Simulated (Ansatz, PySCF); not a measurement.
Species: H₂S (charge 0, singlet). 
Geometry from a B3LYP-D3(BJ)/def2-TZVP (Ansatz, an electronic-structure program) optimisation:
```xyz
3

S      0.0018     0.0003     0.1031
H     -0.0075     0.9678    -0.8277
H     -0.0219    -0.9726    -0.8218
```
Charge 0, spin multiplicity 1.

Total electronic energies in hartree. Correlated levels leave the core frozen unless marked. Spin-orbit coupling is left out. No relativistic terms. Basis-set limits of correlation are two-point, X^-3; Hartree-Fock from the larger set (for Q and 5 zeta extrapolated as (X+1)exp(-9√X)). [CCSD(T)-MP2]/basis is that difference in the basis named.

| level | program | energy (Eh) |
|---|---|---|
| HF/6-31G* | Ansatz | -398.66694 |
| HF/cc-pV(T+d)Z | Ansatz | -398.71493 |
| RI-HF/aug-cc-pV(T+d)Z | Ansatz | -398.71581 |
| SVWN5/def2-TZVPD | Ansatz | -398.01223 |
| PBE-D4/def2-TZVPD | Ansatz + dftd4 | -399.22884 |
| revPBE-D4/def2-TZVPD | Ansatz + dftd4 | -399.33640 |
| BP86-D4/def2-TZVPD | PySCF + dftd4 | -399.45057 |
| PBE0-D3(BJ)/def2-TZVPD | Ansatz + dftd3 | -399.26322 |
| B2GP-PLYP/def2-TZVPD | Ansatz | -399.22676 |
| MP2/def2-SVPD | Ansatz | -398.72862 |
| MP2/aug-cc-pV(Q+d)Z | Ansatz | -398.92785 |
| CCSD/def2-SVP | Ansatz | -398.73210 |
| CCSD/cc-pV(Q+d)Z | Ansatz | -398.94785 |
| RI-MP2/CBS(def2-TZVPP,def2-QZVPP)+[CCSD(T)-MP2]/def2-SVP | Ansatz | -398.9644 |
| CCSD(T)/CBS(cc-pV(Q+d)Z,cc-pV(5+d)Z) | Ansatz | -398.9680 |

Totals of different functionals don't rank their quality; only differences between species are comparable.
